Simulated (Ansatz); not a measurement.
Reaction (SMILES): [SiH3][CH2] (CH2-SiH3) → C atom + 5 H atom + Si atom
B3LYP-D3(BJ)/def2-TZVP geometries, fixed; electronic energies without zero-point terms.
Largest species:
```xyz
7

C     -0.0097     0.1411    -1.2607
Si     0.0046    -0.0671     0.5695
H     -0.9250     0.2758    -1.8259
H      0.8972     0.1766    -1.8533
H     -0.0125     1.2498     1.2616
H     -1.1932    -0.8210     1.0128
H      1.2278    -0.7881     0.9952
```
Charge 0, spin multiplicity 2.

Basis-set convergence of the atomisation energy at PBE with Ansatz (an electronic-structure program). Cartesian d functions, on some or all atoms, in 6-311+G**; all else is spherical. The program fits the integrals of some runs and decomposes those of others, by size. Open shells are unrestricted. No added dispersion term, no relativity. Functions are those of the species that has most. Reference: the value in aug-pcseg-3, 516.70 kcal/mol, itself unsure by roughly 0.22 kcal/mol (its mean distance from aug-cc-pV(Q+d)Z, def2-QZVPPD, pcseg-3). Deviations are taken from unrounded values.

```csv
basis,functions,atomisation energy (kcal/mol),minus reference (kcal/mol)
6-31G,32,494.44,-22.26
def2-SVP,57,515.24,-1.46
pcseg-1,57,509.57,-7.13
6-311+G**,83,511.98,-4.72
def2-TZVPD,125,516.29,-0.41
aug-cc-pV(T+d)Z,216,516.17,-0.53
pcseg-3,289,516.68,-0.01
aug-cc-pV(Q+d)Z,399,517.26,0.56
aug-pcseg-3,419,516.70,0.00
```

The smallest set listed that lies within 4 kcal/mol of the reference with all its larger relatives (same family, alike in diffuse functions; a set with none counts only in the reference's own line) is def2-SVP (57 functions, -1.46 kcal/mol off). Inside, with no larger relative to test it: pcseg-3. (Relatives not listed, tested too: def2-TZVP -0.57, def2-TZVPP 0.24, def2-TZVPPD 0.31, def2-QZVP -0.10, def2-QZVPP -0.10, def2-QZVPPD -0.09 kcal/mol.)
